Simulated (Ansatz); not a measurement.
A made-up structure of BSiNH3, doublet:

N1  (0.824, -1.790, 0.855)
B2  (0.435, -0.894, 0.440)
Si3  (-0.190, 0.439, -0.203)
H4  (-1.448, -0.100, -0.987)
H5  (0.931, 1.006, -1.125)
H6  (-0.553, 1.339, 1.020)
(Å)

It is relaxed with PBE-D4/def2-SVP and then PBE0-D4/def2-TZVP (Ansatz 0.2.0). Atoms count as bonded within 1.22 times the sum of their covalent radii (H–H: 0.88 Å). The end point is not checked to be a true minimum.

Problem. Does its bonding change? (Judge from chemistry; the calculation decides.)

Solution. Computed: No: no bond forms or breaks.

Where it ends: The first stage lowers the energy by 5.17 eV in 6 steps. It ends as BSiNH₃ ([N][B][SiH3]):
N1  (1.010, -2.216, 1.049)
B2  (0.530, -1.109, 0.541)
Si3  (-0.236, 0.542, -0.249)
H4  (-1.438, 0.127, -1.017)
H5  (0.754, 1.173, -1.155)
H6  (-0.620, 1.483, 0.830)
(Å)

Labels in which every atom is bracketed show which atoms are joined, not bond orders.

For scale, one of the runs: PBE0-D4/def2-TZVP relaxation, 117 basis functions, launched by `ansatz run in.yaml --threads 2 --pin off --events-out ev --progress --plain --max-ram 4352MiB`. Hardware: 2 CPU threads of an Arm Neoverse V2, shared host. Wall time about 39 s.
